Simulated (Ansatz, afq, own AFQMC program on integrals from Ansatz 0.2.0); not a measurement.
## AlH⁺, doublet: AFQMC among the cluster methods

```yaml
atoms:
  - { symbol: Al, position_ang: [0.0000, 0.0000, 0.0000] }
  - { symbol: H, position_ang: [0.0000, 0.0000, 1.6045] }
```

Basis cc-pVQZ. Only valence electrons are correlated. Integrals, coupled cluster, full CI and functionals: Ansatz 0.2.0; the random walks run on the same integrals in our own AFQMC program. The CISD trial takes its coefficients from CCSD amplitudes. Released means that phaseless walkers are propagated on without the constraint, phases kept. Free projection: walkers drawn from exp(T), propagated without any constraint. Its projection time is finite, and what remains of the start isn't in its error. Uncertainties: one standard error, sampling alone.

Determinant: UHF, the one that the program's search chose, which needn't be the lowest solution. The geometry is a PBE0/def2-TZVP stationary point of this or a neighbouring charge and spin state.

Full CI is exact in this basis; its frozen core comes from its own orbitals, which moves totals by up to a few meV.

Cautions: full CI with its own frozen core.

The T1 diagnostic is 0.0217, the weight of the determinant in the CISD state is 0.956 and the ⟨S²⟩ of the determinant is 0.777. The size of the correlated space is 3 electrons in 84 orbitals.

```
  level  correlation energy (eV)
    MP2                  -0.9650
   CCSD                  -1.2866
CCSD(T)                  -1.3044
```

Problem. Estimate where full CI lies against CCSD(T) in the same basis.

Solution. 0.12 kcal/mol below CCSD(T).

Reference: full CI, correlation energy -1.310 eV. The released energy is read at 1.50 1/Eh (meV from the phaseless value at times in 1/Eh: -1.4 ± 0.9 at 0.24, -1.7 ± 0.7 at 0.50, -2.6 ± 0.5 at 1.00, -2.7 ± 0.5 at 1.50).

| level | E − E(reference) (kcal/mol) | share of correlation (%) |
| --- | --- | --- |
| CCSD(T) | 0.12 | 99.60 |
| ph-AFQMC/HF | 0.88 ± 0.34 | 97.10 |
| ph-AFQMC/CISD | 0.06 ± 0.02 | 99.82 |
| released AFQMC | -0.01 ± 0.01 | 100.02 |
| free AFQMC | -0.02 ± 0.01 | 100.07 |

Free projections are given only where their last times agree within the noise and don't stop above the reference; a slow remainder of the start can still hide under it. A walk keeps the symmetry of its determinant, which the program's search chose and which needn't be the lowest solution, so a lower state of the same spin and another symmetry isn't excluded. Released energies are given only where the last usable release times agree within the noise; a slower fall can still hide under it.
